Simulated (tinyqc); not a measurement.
A ladder of methods, and size consistency: correlation methods against full CI in the sto-3g basis, for HF, spin multiplicity 1. Computed by the program tinyqc with PySCF. All electrons correlated; +Q is the Davidson correction (1 - c0^2) E_corr. The last columns treat two copies 100 angstrom apart as one system. FCI is the lowest singlet.

Geometry (angstrom):

| atom | x | y | z |
|---|---|---|---|
| F | 0.0000 | 0.0000 | 0.0000 |
| H | 0.0000 | 0.0000 | 0.8840 |

RHF energy of one = -98.565216 hartree

Correlation energies (hartree):

| method | E_corr of one | share of FCI (%) | E_corr of two at 100 angstrom | two minus twice one (mhartree) |
|---|---|---|---|---|
| MP2 | -0.015948 | 68.0679 | -0.031895 | 0.0000 |
| CISD | -0.023429 | 100.0000 | -0.046269 | 0.5893 |
| CISD+Q | -0.023732 | 101.2911 | -0.047417 | 0.0459 |
| CCSD | -0.023429 | 100.0000 | -0.046858 | 0.0000 |
| CCSD(T) | -0.023429 | 100.0000 | -0.046858 | 0.0000 |
| FCI | -0.023429 | 100.0000 | - | - |

What does the comparison show, and why?

MP2 recovers 68 %, CISD 100.0 % and CCSD 100.0 % of the FCI value (c0^2 = 0.987 in CISD). MP2 and coupled cluster are size consistent, so their last column vanishes; CISD loses 0.59 mhartree, since a double excitation on each copy is a quadruple of the pair, and the Davidson correction leaves +0.05. With two electrons, or one virtual orbital, CISD and CCSD are exact for one copy, so +Q overshoots there.
